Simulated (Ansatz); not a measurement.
A structure drawn as `CCNCS`, with this starting geometry:

Cartesian coordinates in Å:
```
C 1.401 0.409 1.068
C -0.057 0.602 0.946
N -0.532 0.470 -0.431
C -0.731 -0.887 -0.874
S -1.268 -0.897 -2.586
H 1.763 0.532 2.094
H 1.975 1.018 0.405
H 1.655 -0.691 0.822
H -0.273 1.615 1.332
H -0.615 -0.060 1.647
H 0.055 0.989 -1.041
H 0.292 -1.400 -0.842
H -1.317 -1.502 -0.258
H -2.347 -0.199 -2.283
```

Charge 0, multiplicity 1.

(1) Does it keep its bonds when Ansatz relaxes it at PBE-D4/def2-SVP and then PBE0-D4/def2-TZVP?

(2) Give the relaxed structure. (Estimate.)

Atoms count as bonded under 1.1 times the sum of their covalent radii (H–H under 0.85 Å, pairs among N, O and F under 1.55 Å), and a drawn bond as lost past 1.3 times.

## Answers

(1) Yes, every drawn bond is still there and no new one forms.

(2) Computed: 
Z-matrix (Å, degrees):
```
C
C 1 1.523
H 1 1.092 2 111.9
H 1 1.093 2 110.7 3 -119.8
H 1 1.094 2 110.9 3 120.6
N 2 1.452 1 116.3 3 -62.3
H 2 1.094 1 109.5 3 176.0
H 2 1.096 1 109.7 3 59.9
C 6 1.438 2 114.8 1 64.0
H 6 1.013 2 111.3 1 -61.7
S 9 1.805 6 111.8 2 178.1
H 9 1.101 6 115.5 2 -63.9
H 9 1.093 6 108.7 2 56.5
H 11 1.343 9 95.9 6 -56.2
```
No frequency check was run.
